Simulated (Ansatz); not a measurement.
**NO⁺, triplet: vertical spin and charge gaps**

Geometry (PBE0/def2-TZVP stationary point for this spin):

```xyz
2

N     0.0000    0.0000    0.0000
O     0.0000    0.0000    1.2679
```

Basis 6-31G; Ansatz 0.2.0. Correlated methods freeze the noble-gas cores. Prefix R: restricted or restricted open-shell reference; prefix U: unrestricted. Active spaces: valence = (10e, 8o) chosen from the atoms' valence shells.

Gaps are energies of the second state less the first, at fixed atoms, for a selection of the levels run; each method lands on the state that its own search finds for that charge and spin.

Unrestricted rows (U, and Kohn–Sham where it breaks symmetry) aren't spin-pure: their determinants' ⟨S²⟩ exceeds S(S+1) by up to 1.19, so they mix in states of higher spin. For open shells CISD and CISDTQ are restricted-active-space CI with the open shells as a complete middle space. The determinant of the NO⁺ triplet fills πx and πy unequally, so it is a mixture of Σ and Δ, which weighs on every level built on one determinant. A value is left out where its run failed or describes another state than the reference as far as symmetry and spin tell, or, spin-broken singlets apart, can't be checked.

Task: PBE gives 3.960 eV for quintet less triplet. Estimate what full CI gives in 6-31G.

Result: Full CI in 6-31G gives 4.186 eV, so against it PBE is off by -0.226 eV, of which a good part can be the reference's own basis and frozen-core error.

By full CI's occupations no single determinant describes the triplet well.

| level | gap (eV) | error (meV) | ⟨S²⟩ where 0.1 over S(S+1) (first / second) |
| --- | --- | --- | --- |
| RHF | 1.912 | -2274 | – / – |
| RMP2 | 3.418 | -768 | – / – |
| RCCSD* | 3.519 | -667 | – / – |
| UCCSD* | 3.533 | -653 | 2.16 / – |
| RCCSD(T)* | 3.845 | -341 | – / – |
| UCCSD(T)* | 3.830 | -356 | 2.16 / – |
| CISDTQ | 4.154 | -32 | – / – |
| PBE0 | 3.566 | -620 | – / – |
| B3LYP | 3.771 | -415 | – / – |
| BHLYP | 3.328 | -858 | – / – |

An asterisk marks runs whose energy the program itself flagged as in doubt.

Singlet less triplet: -4.473 eV at full CI (triplet A1, singlet A1, in C2v).

Large singles or doubles amplitudes warn of static correlation in the NO⁺ singlet.

By full CI's occupations no single determinant describes the triplet well.

```json
{"level": "RHF", "gap (eV)": "-1.635", "error (meV)": "2838", "⟨S²⟩ where 0.1 over S(S+1) (first / second)": "– / –"}
{"level": "UHF", "gap (eV)": "-3.065", "error (meV)": "1408", "⟨S²⟩ where 0.1 over S(S+1) (first / second)": "2.16 / 1.19"}
{"level": "RMP2", "gap (eV)": "-6.820", "error (meV)": "-2347", "⟨S²⟩ where 0.1 over S(S+1) (first / second)": "– / –"}
{"level": "UMP2", "gap (eV)": "-3.311", "error (meV)": "1162", "⟨S²⟩ where 0.1 over S(S+1) (first / second)": "2.16 / 1.19"}
{"level": "CISD", "gap (eV)": "-4.066", "error (meV)": "407", "⟨S²⟩ where 0.1 over S(S+1) (first / second)": "– / –"}
{"level": "RCCSD*", "gap (eV)": "-4.587", "error (meV)": "-114", "⟨S²⟩ where 0.1 over S(S+1) (first / second)": "– / –"}
{"level": "UCCSD*", "gap (eV)": "-4.695", "error (meV)": "-222", "⟨S²⟩ where 0.1 over S(S+1) (first / second)": "2.16 / 1.19"}
{"level": "RCCSD(T)*", "gap (eV)": "-4.730", "error (meV)": "-257", "⟨S²⟩ where 0.1 over S(S+1) (first / second)": "– / –"}
{"level": "UCCSD(T)*", "gap (eV)": "-4.572", "error (meV)": "-99", "⟨S²⟩ where 0.1 over S(S+1) (first / second)": "2.16 / 1.19"}
{"level": "BCCD(T)*", "gap (eV)": "-4.747", "error (meV)": "-274", "⟨S²⟩ where 0.1 over S(S+1) (first / second)": "– / –"}
{"level": "RCCSDT*", "gap (eV)": "-4.401", "error (meV)": "72", "⟨S²⟩ where 0.1 over S(S+1) (first / second)": "– / –"}
{"level": "UCCSDT*", "gap (eV)": "-4.376", "error (meV)": "97", "⟨S²⟩ where 0.1 over S(S+1) (first / second)": "2.16 / 1.19"}
{"level": "CISDTQ", "gap (eV)": "-4.351", "error (meV)": "122", "⟨S²⟩ where 0.1 over S(S+1) (first / second)": "– / –"}
{"level": "RCCSDT(Q)*", "gap (eV)": "-4.451", "error (meV)": "22", "⟨S²⟩ where 0.1 over S(S+1) (first / second)": "– / –"}
{"level": "UCCSDT(Q)*", "gap (eV)": "-4.441", "error (meV)": "32", "⟨S²⟩ where 0.1 over S(S+1) (first / second)": "2.16 / 1.19"}
{"level": "RCCSDTQ*", "gap (eV)": "-4.448", "error (meV)": "25", "⟨S²⟩ where 0.1 over S(S+1) (first / second)": "– / –"}
{"level": "UCCSDTQ*", "gap (eV)": "-4.450", "error (meV)": "23", "⟨S²⟩ where 0.1 over S(S+1) (first / second)": "2.16 / 1.19"}
{"level": "CASSCF (valence space)", "gap (eV)": "-4.789", "error (meV)": "-316", "⟨S²⟩ where 0.1 over S(S+1) (first / second)": "– / –"}
{"level": "NEVPT2 (valence space)", "gap (eV)": "-4.544", "error (meV)": "-71", "⟨S²⟩ where 0.1 over S(S+1) (first / second)": "– / –"}
{"level": "MRCISD (valence space)", "gap (eV)": "-4.500", "error (meV)": "-27", "⟨S²⟩ where 0.1 over S(S+1) (first / second)": "– / –"}
{"level": "MRCISD+Q (valence space)", "gap (eV)": "-4.481", "error (meV)": "-8", "⟨S²⟩ where 0.1 over S(S+1) (first / second)": "– / –"}
{"level": "PBE", "gap (eV)": "-4.959", "error (meV)": "-486", "⟨S²⟩ where 0.1 over S(S+1) (first / second)": "– / –"}
{"level": "r2SCAN", "gap (eV)": "-4.413", "error (meV)": "60", "⟨S²⟩ where 0.1 over S(S+1) (first / second)": "– / –"}
{"level": "PBE0", "gap (eV)": "-4.181", "error (meV)": "292", "⟨S²⟩ where 0.1 over S(S+1) (first / second)": "– / –"}
{"level": "B3LYP", "gap (eV)": "-4.352", "error (meV)": "121", "⟨S²⟩ where 0.1 over S(S+1) (first / second)": "– / –"}
{"level": "wB97M-V", "gap (eV)": "-4.509", "error (meV)": "-36", "⟨S²⟩ where 0.1 over S(S+1) (first / second)": "– / –"}
{"level": "B2PLYP", "gap (eV)": "-4.407", "error (meV)": "66", "⟨S²⟩ where 0.1 over S(S+1) (first / second)": "– / 0.47"}
{"level": "RPA-PBE", "gap (eV)": "-4.958", "error (meV)": "-485", "⟨S²⟩ where 0.1 over S(S+1) (first / second)": "– / –"}
```

In so small a basis the reference is far from its limit while semilocal and hybrid functionals are nearer theirs (RPA and double hybrids share part of the reference's basis error), so the functionals' errors here hold much of the reference's basis and frozen-core error, which can add to them or hide them. The set has no polarisation functions, which weighs most on the reference.

Full CI is exact within this basis and frozen core; it isn't the basis-set limit. The frozen core follows each run's orbitals, which can shift R against U totals by a few meV.
